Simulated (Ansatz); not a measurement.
C2H3, SMILES [CH]=C (connectivity only; charge and spin as stated), charge +1, multiplicity 1.

Geometry: B3LYP-D3(BJ)/def2-TZVP. The spin state was assumed, not searched. The isomer is the one that the SMILES or the coordinates give; other isomers of the formula were not compared.

Two levels are set side by side: PBE/def2-TZVPD (Ansatz, a first-principles code) and CAM-B3LYP/def2-TZVPD (Ansatz). Energy differences of separate SCF runs at the same geometry; the states with an electron removed or added have multiplicity 2 and 2. Differences are taken from unrounded values.

| quantity | CAM-B3LYP | PBE | PBE minus CAM-B3LYP |
|---|---|---|---|
| vertical ionisation energy (eV) | 20.02 | 20.07 | 0.05 |
| vertical electron affinity (eV) | 8.49 | 8.41 | -0.08 |
| vertical singlet–triplet gap (eV) | 2.49 | 2.66 | 0.17 |
